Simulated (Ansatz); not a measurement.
**Basis or method: quartet less doublet of HOSi**

HOSi, doublet; coordinates (Å): Si 0.000 0.031 0.632; O 0.000 -0.099 -1.013; H 0.000 0.706 -1.540. Quantity: quartet less doublet, vertical.

Ansatz 0.2.0, basis 6-31G or cc-pVDZ or cc-pVTZ; geometries are PBE0/def2-TZVP minima. Wave-function levels freeze the cores; HF, MP2 and coupled cluster are restricted for singlets and unrestricted otherwise, Kohn–Sham unrestricted where that lies lower. The reference is CCSDT(Q) or CCSDTQ or full CI (coupled cluster only where its series has nearly closed). Semilocal and hybrid functionals correlate all electrons outside any core potential and usually lie nearer their basis limit than the reference, so part of their error here is the reference's basis and frozen-core error; RPA and the MP2 part of double hybrids freeze the same cores as the reference. None of these values is a measured one. Energies are electronic, without zero-point terms. No spin–orbit coupling and no scalar relativity. The species are chosen: bound, without strong static correlation by their natural occupations or amplitudes, in their lowest spin state as far as vertical gaps and like structures tell, and with a ladder that closes on the reference, so errors are smaller than for species at large; levels whose determinant breaks symmetry or spin markedly are left out.

```tsv
level	6-31G (eV)	cc-pVDZ (eV)	cc-pVTZ (eV)
reference	3.203 (full CI)	3.433 (CCSDTQ)	3.473 (CCSDT(Q))
HF	2.587	2.506	2.445
MP2	3.074	3.206	3.257
CCSD	3.168	3.392	3.420
CCSD(T)	3.200	3.428	3.467
PBE	3.537	3.502	3.473
r2SCAN	3.244	3.190	3.151
PBE0	3.445	3.417	3.384
```

From 6-31G to cc-pVTZ the reference moves by 0.270 eV and PBE by -0.064; the step from CCSD(T) to the reference is 0.003 in the first and 0.006 in the last.
